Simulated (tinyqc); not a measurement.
Inside a calculation. Method: extended Hueckel theory, for H2O+. The parameters take no account of the charge, which enters only through the electron count. Computed by tinyqc, a small Python program that keeps every step (integrals from PySCF). Settings: charge = 1, K = 1.75, multiplicity = 2. Command: `OMP_NUM_THREADS=1 python tinyqc.py 26544 26545 out.jsonl` (the two numbers bound the seeds that draw the settings). One thread of a shared host (Intel(R) Xeon(R) Processor @ 2.60GHz), about 0.01 s of CPU time with the checks.

## Overlaps

Geometry (angstrom):
```
atom,x,y,z
O,0.000000,0.000000,0.000000
H,0.000000,0.752000,0.554000
H,0.000000,-0.752000,0.554000
```

Parameters chosen for this run:
```
element,shell,Slater exponent,H_ii (eV)
H,1s,1.300000,-13.600000
O,2s,2.275000,-32.300000
O,2p,2.275000,-14.800000
```

Slater orbitals, each expanded in six Gaussians scaled to its exponent.

overlap S:
```
,1O 2s,1O 2px,1O 2py,1O 2pz,2H 1s,3H 1s
1O 2s,1.000000,0.000000,0.000000,0.000000,0.476796,0.476796
1O 2px,0.000000,1.000000,0.000000,0.000000,0.000000,0.000000
1O 2py,0.000000,0.000000,1.000000,0.000000,0.323563,-0.323563
1O 2pz,0.000000,0.000000,0.000000,1.000000,0.238370,0.238370
2H 1s,0.476796,0.000000,0.323563,0.238370,1.000000,0.229774
3H 1s,0.476796,0.000000,-0.323563,0.238370,0.229774,1.000000
```

## Wolfsberg-Helmholz matrix

diagonal H_ii (eV): 1O 2s -32.300000, 1O 2px -14.800000, 1O 2py -14.800000, 1O 2pz -14.800000, 2H 1s -13.600000, 3H 1s -13.600000

K = 1.750000

H_ij = K' S_ij (H_ii + H_jj)/2 for i != j (the diagonal keeps H_ii), with K' = 1.75.

H (eV):
```
,1O 2s,1O 2px,1O 2py,1O 2pz,2H 1s,3H 1s
1O 2s,-32.300000,0.000000,0.000000,0.000000,-19.149307,-19.149307
1O 2px,0.000000,-14.800000,0.000000,0.000000,0.000000,0.000000
1O 2py,0.000000,0.000000,-14.800000,0.000000,-8.040549,8.040549
1O 2pz,0.000000,0.000000,0.000000,-14.800000,-5.923490,-5.923490
2H 1s,-19.149307,0.000000,-8.040549,-5.923490,-13.600000,-5.468625
3H 1s,-19.149307,0.000000,8.040549,-5.923490,-5.468625,-13.600000
```

## Orbitals

valence electrons = 7

Solve H C = S C e through S^(-1/2); fill by pairs from the bottom, a degenerate level sharing its electrons equally; each orbital has its largest coefficient positive (the first on a tie).

orbital energies (eV): -33.298885  -17.197462  -15.417238  -14.800000  0.928616  11.794831

occupations: 2.000000  2.000000  2.000000  1.000000  0.000000  0.000000

coefficients:
```
,MO1,MO2,MO3,MO4,MO5,MO6
1O 2s,0.862382,0.000000,-0.177830,0.000000,0.000000,0.955007
1O 2px,0.000000,0.000000,0.000000,1.000000,0.000000,0.000000
1O 2py,0.000000,0.709305,0.000000,0.000000,0.932862,0.000000
1O 2pz,-0.028657,0.000000,0.926963,0.000000,0.000000,0.558318
2H 1s,0.131613,0.343392,0.127232,0.000000,-0.879547,-0.849934
3H 1s,0.131613,-0.343392,0.127232,0.000000,0.879547,-0.849934
```

sum of one-electron energies = -146.627170 eV

## Mulliken analysis

P = C n C^T; charge = valence electrons (H 1, O 6) minus the sum of (P S)_ii on the atom; overlap population = 2 sum P_ij S_ij between two atoms.

charges: 1O 0.125545, 2H 0.437228, 3H 0.437228

Overlap populations:
```
pair,value
2-1,0.597413
3-1,0.597413
3-2,-0.077579
```
